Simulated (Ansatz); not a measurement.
Relaxation of FH3Si (5 atoms, charge 0, multiplicity 1), to a largest force component of 0.02 eV/Å in at most 40 steps.

Level of theory: Ansatz, RHF/6-31G.

```xyz
5
Properties=species:S:1:pos:R:3:forces:R:3
Si 0.000 0.000 0.000 -3.05 0.00 1.10
H 0.000 0.000 1.460 0.09 0.00 0.54
F 1.499 0.000 -0.529 3.33 0.00 -1.18
H -0.688 1.191 -0.486 -0.19 0.48 -0.23
H -0.688 -1.191 -0.486 -0.19 -0.48 -0.23
```

**Question.** Where does it end, and by what steps?

**Answer.** The run converged. Limits of this set-up: no polarisation functions. After 3 steps the energy has fallen by 0.176 eV; F3 moved furthest, 0.05 Å.

```json
{"step": "0", "energy less start (eV)": "0.0000", "largest force component (eV/Å)": "3.332", "accepted": "yes"}
{"step": "1", "energy less start (eV)": "-0.1288", "largest force component (eV/Å)": "1.709", "accepted": "yes"}
{"step": "2", "energy less start (eV)": "-0.1750", "largest force component (eV/Å)": "0.233", "accepted": "yes"}
{"step": "3", "energy less start (eV)": "-0.1758", "largest force component (eV/Å)": "0.005", "accepted": "yes"}
```

```xyz
5
Properties=species:S:1:pos:R:3
Si -0.035 0.000 0.013
H 0.007 0.000 1.496
F 1.551 0.000 -0.548
H -0.699 1.223 -0.501
H -0.699 -1.223 -0.501
```

Whether the end is a true minimum wasn't checked by a vibrational analysis.

Run time: 1.5 s on 1 thread of Arm Neoverse V1 (shared host), peak memory 0.07 GiB.
